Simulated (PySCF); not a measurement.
**Which basis set comes closest?**

Molecule: `InChI=1S/C5H8/c1-2-4-5-3-1/h1-2H,3-5H2`.

Molfile (atoms numbered from 1):
```
C5H8
     RDKit          3D

 13 13  0  0  0  0  0  0  0  0999 V2000
   -0.9188    0.9816   -0.1785 C   0  0  0  0  0  0  0  0  0  0  0  0
    0.3796    1.2954   -0.1333 C   0  0  0  0  0  0  0  0  0  0  0  0
    1.2462    0.0721   -0.0151 C   0  0  0  0  0  0  0  0  0  0  0  0
    0.2380   -1.0351    0.3456 C   0  0  0  0  0  0  0  0  0  0  0  0
   -1.1379   -0.5040   -0.0983 C   0  0  0  0  0  0  0  0  0  0  0  0
   -1.7324    1.7006   -0.3050 H   0  0  0  0  0  0  0  0  0  0  0  0
    0.7822    2.3082   -0.2175 H   0  0  0  0  0  0  0  0  0  0  0  0
    2.0452    0.1795    0.7369 H   0  0  0  0  0  0  0  0  0  0  0  0
    1.7574   -0.1280   -0.9758 H   0  0  0  0  0  0  0  0  0  0  0  0
    0.2342   -1.1769    1.4379 H   0  0  0  0  0  0  0  0  0  0  0  0
    0.4886   -2.0072   -0.1034 H   0  0  0  0  0  0  0  0  0  0  0  0
   -1.4368   -0.8996   -1.0874 H   0  0  0  0  0  0  0  0  0  0  0  0
   -1.9456   -0.7847    0.5975 H   0  0  0  0  0  0  0  0  0  0  0  0
  1  2  2  0
  2  3  1  0
  3  4  1  0
  4  5  1  0
  5  1  1  0
  1  6  1  0
  2  7  1  0
  3  8  1  0
  3  9  1  0
  4 10  1  0
  4 11  1  0
  5 12  1  0
  5 13  1  0
M  END
```

Geometry PBE0-D3(BJ)/def2-SVP throughout; GIAO in PySCF, gas phase, one conformer, non-relativistic; equivalent atoms averaged; functional PBE0.

Reference values (measured; solution, not stated in the table (CDCl3 in this author's series); The use of chemical shift calculations in the conformational analysis of substituted benzenes, New J. Chem. 2019 (ESI)): δ(H6/H7) = 5.74 ppm, δ(H8/H9/H12/H13) = 2.31 ppm, δ(H10/H11) = 1.82 ppm. Computed shifts are taken against TMS, calculated as an isolated molecule at each level.

**Question.** How do the basis sets STO-3G, 6-31G, pcSseg-0, 6-31G*, def2-SVP, cc-pVDZ, pcSseg-1, 6-311+G(2d,p), aug-cc-pVDZ, def2-TZVP, IGLO-III, cc-pVTZ, pcSseg-2 perform against the reference? Times are CPU seconds on shared hosts with different chips, so compare them loosely.

**Answer.** 
| basis set | functions | H6/H7 | H8/H9/H12/H13 | H10/H11 | mean abs. error H | core-s |
| --- | --- | --- | --- | --- | --- | --- |
| STO-3G | 33 | 5.28 | 1.77 | 1.50 | 0.44 | 1.9 |
| 6-31G | 61 | 6.00 | 2.43 | 1.87 | 0.14 | 3.4 |
| pcSseg-0 | 61 | 5.57 | 2.32 | 1.84 | 0.07 | 3.1 |
| 6-31G* | 86 | 5.79 | 2.28 | 1.75 | 0.05 | 4.5 |
| def2-SVP | 110 | 5.69 | 2.15 | 1.55 | 0.16 | 5.5 |
| cc-pVDZ | 110 | 5.84 | 2.29 | 1.67 | 0.09 | 6.5 |
| pcSseg-1 | 125 | 5.93 | 2.32 | 1.75 | 0.09 | 12 |
| 6-311+G(2d,p) | 183 | 6.01 | 2.41 | 1.82 | 0.12 | 12 |
| aug-cc-pVDZ | 187 | 6.08 | 2.47 | 1.88 | 0.19 | 14 |
| def2-TZVP | 203 | 6.04 | 2.40 | 1.83 | 0.13 | 14 |
| IGLO-III | 255 | 6.01 | 2.45 | 1.87 | 0.15 | 21 |
| cc-pVTZ | 262 | 6.00 | 2.41 | 1.85 | 0.13 | 22 |
| pcSseg-2 | 292 | 6.07 | 2.43 | 1.87 | 0.17 | 32 |

For $^{1}$H the closest is 6-31G* (0.05 ppm, with pcSseg-0 practically level) and the furthest STO-3G (0.44 ppm). Where a smaller basis beats a larger one, errors probably cancel; the largest sets show where the functional converges. One molecule is a small sample, and vibrational and solvent effects are absent from the calculation.

A small basis that lands close on one nucleus may do so by chance; judge by the trend and by all nuclei.
